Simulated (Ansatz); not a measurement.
C3H10Si (`CC(C)[SiH3]`), 14 atoms. Charge 0, multiplicity 1. All runs use 4 threads of a server CPU on a shared host. Correlated methods freeze the cores.

Question: Give the basis size and wall time and peak host memory of each of these runs in Ansatz. RKS B97M-V/def2-TZVPP energy; RKS B3LYP-D4/def2-TZVPP energy and forces; RKS PBE0-D4/def2-TZVP relaxation (5 steps); RKS PBE0-D4/def2-QZVPP energy; RKS ωB97M-V/def2-QZVPP energy; RKS PBE0-D4/def2-SVP energy; RKS ωB97X-V/def2-TZVPP energy; direct RPA on PBE orbitals/def2-TZVPP energy; RKS ωB97M-V/def2-SVP energy; RKS PBE0-D4/def2-TZVPP energy; RHF-CCSD(T)/def2-TZVPP energy; RHF-CCSD(T)/def2-SVP energy. (An estimate is asked.)

Answer: Computed: Other jobs shared the machine, so times are rough.

| level | job | functions | wall time | peak host memory (GiB) |
| --- | --- | --- | --- | --- |
| RKS PBE0-D4/def2-SVP | energy | 110 | 1.1 s | 0.24 |
| RKS PBE0-D4/def2-TZVPP | energy | 275 | 3.1 s | 0.66 |
| RKS ωB97M-V/def2-SVP | energy | 110 | 3.6 s | 0.34 |
| RHF-CCSD(T)/def2-SVP | energy | 110 | 3.7 s | 0.55 |
| direct RPA on PBE orbitals/def2-TZVPP | energy | 275 | 5 s | 0.75 |
| RKS B3LYP-D4/def2-TZVPP | energy and forces | 275 | 5.5 s | 0.82 |
| RKS B97M-V/def2-TZVPP | energy | 275 | 7 s | 0.46 |
| RKS ωB97X-V/def2-TZVPP | energy | 275 | 7.5 s | 0.83 |
| RKS PBE0-D4/def2-QZVPP | energy | 541 | 8.5 s | 2 |
| RKS PBE0-D4/def2-TZVP | relaxation (5 steps) | 190 | 16 s | 0.48 |
| RKS ωB97M-V/def2-QZVPP | energy | 541 | 18 s | 2.4 |
| RHF-CCSD(T)/def2-TZVPP | energy | 275 | 90 s | 7.4 |

B3LYP here is the variant with VWN-RPA as its local correlation; programs differ in this.
